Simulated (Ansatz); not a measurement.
**C2H4B radical (SMILES B[C]=C): single points off equilibrium**

One table from this session's results is given with a row withheld; the runs are named, their logs left out.

Program: Ansatz 0.2.0, Gaussian basis. Level of theory: single points in def2-TZVPP. These are calculated values, not measurements.

Correlated methods freeze the cores. Orbitals are unrestricted.

## The starting structure

SMILES `B[C]=C`, 7 atoms, charge 0, spin multiplicity 2.

Atoms are counted from 1 here; the program's logs count them from 0.

Bond lengths: B1–C2 1.517 Å, B1–H4 1.383 Å, B1–H5 1.061 Å, C2–C3 1.242 Å, C3–H6 1.230 Å, C3–H7 0.948 Å. Angles: C2–B1–H4 118.7°, C2–B1–H5 120.3°, H4–B1–H5 118.9°, B1–C2–C3 172.1°, C2–C3–H6 115.8°, C2–C3–H7 125.6°, H6–C3–H7 117.9°.

Coordinates:

```xyz
7

B    -1.05450    0.50990   -0.77510
C     0.09440   -0.05850    0.03710
C     1.00470   -0.39580    0.81130
H    -2.22410   -0.22140   -0.87500
H    -0.88610    1.30450   -1.45770
H     1.70740   -1.33200    0.43420
H     1.27800    0.08110    1.58340
```

The first run:

File run/in.yaml:

```yaml
crystal:
  periodic: [false, false, false]
  atoms:
    - {symbol: B, position_ang: [-1.054500, 0.509900, -0.775100]}
    - {symbol: C, position_ang: [0.094400, -0.058500, 0.037100]}
    - {symbol: C, position_ang: [1.004700, -0.395800, 0.811300]}
    - {symbol: H, position_ang: [-2.224100, -0.221400, -0.875000]}
    - {symbol: H, position_ang: [-0.886100, 1.304500, -1.457700]}
    - {symbol: H, position_ang: [1.707400, -1.332000, 0.434200]}
    - {symbol: H, position_ang: [1.278000, 0.081100, 1.583400]}
basis:
  gaussian: {orbitals: def2-TZVPP}
magnetization: {spin_polarized: true, initial_magnetization: 1}
correlation: {method: ccsd_t}
scf: {omitted_lower_state_checks: [cluster_reference]}
output: {forces: true}
```

The command line of these runs was not kept.

Among the steps run: CCSD(T)/def2-TZVPP; PBE0-D4/def2-TZVPP; wB97M-V/def2-TZVPP; r2SCAN-D4/def2-TZVPP; PBE-D4/def2-TZVPP; LC-wPBE/def2-TZVPP; revPBE-D4/def2-TZVPP.

One table of the session follows, with a row left open; its other results are not shown here.

| method | RMS force component (eV/Å) | angle to CCSD(T) forces (°) | dipole (D) |
| --- | --- | --- | --- |
| CCSD(T) | 3.334 | reference | 1.60 |
| PBE0-D4 | 3.304 | 4.3 | 1.66 |
| wB97M-V | 3.252 | 4.1 | 1.70 |
| r2SCAN-D4 | 3.273 | 3.9 | 1.71 |
| PBE-D4 | 3.307 | 3.9 | 1.80 |
| LC-wPBE | 3.345 | 5.0 | 1.58 |
| revPBE-D4 | ? | ? | ? |

**Question.** Estimate the row for revPBE-D4.

As computed: RMS force component (eV/Å): 3.311; angle to CCSD(T) forces (°): 3.4; dipole (D): 1.78. In the column «RMS force component (eV/Å)» it lies between PBE-D4 (3.307) and CCSD(T) (3.334).
